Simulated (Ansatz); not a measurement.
**CH3F (triplet): from Hartree-Fock to the top rungs, def2-TZVPP**

One table from this session's results is given with a row withheld; the runs are named, their logs left out.

Computed with Ansatz 0.2.0, Gaussian basis. Level: def2-TZVPP, core rule «outside noble gas», up to 2 orbitals frozen.

To be run: UHF; ROHF; CCSD(T) on UHF.

2 further runs of the same task are left out: 2 set aside as unsound or not needed.

### The geometry

The geometry is a PBE0/def2-TZVP stationary point (not a proven minimum) of the parent state, kept for this charge and spin.

5 atoms, charge 0, spin multiplicity 3.

Atoms are counted from 1 here; the program's logs count them from 0.

Bond lengths: C1–F2 1.376 Å, C1–H3 1.092 Å, C1–H4 1.092 Å, C1–H5 1.092 Å. Angles: F2–C1–H3 109.1°, F2–C1–H4 109.1°, F2–C1–H5 109.1°, H3–C1–H4 109.9°, H3–C1–H5 109.9°, H4–C1–H5 109.9°.

The first run:

Contents of in.yaml:

```yaml
crystal:
  periodic: [false, false, false]
  atoms:
    - {symbol: C, position_ang: [-0.736572, -0.007618, 0.003592]}
    - {symbol: F, position_ang: [0.639728, 0.006617, -0.003120]}
    - {symbol: H, position_ang: [-1.104340, 1.020951, 0.007133]}
    - {symbol: H, position_ang: [-1.083963, -0.528956, 0.898437]}
    - {symbol: H, position_ang: [-1.092714, -0.525930, -0.889569]}
basis:
  gaussian: {orbitals: def2-TZVPP}
magnetization: {spin_polarized: true, initial_magnetization: 2}
hamiltonian: {xc: hf}
output: {orbitals: {seedname: orbitals}}
```

Command:

```bash
> ansatz run in.yaml --threads 1 --pin off --events-out ev --progress --plain --max-ram 4096MiB --backend cpu
```

Among the steps run: UHF; ROHF; CCSD(T) on UHF.

One table of the session follows, with a row left open; its other results are not shown here.

| method | from UCCSD(T) (kcal/mol) |
| --- | --- |
| ROHF | +293.41 |
| UHF | +288.64 |
| UMP2 | +32.46 |
| UCCSD | ? |
| UCCSD(T) | 0 |

Q: Estimate the row for UCCSD from the others.

The run gave: from UCCSD(T) (kcal/mol): +9.96. In the column «from UCCSD(T) (kcal/mol)» it lies between UCCSD(T) (0) and UMP2 (+32.46).
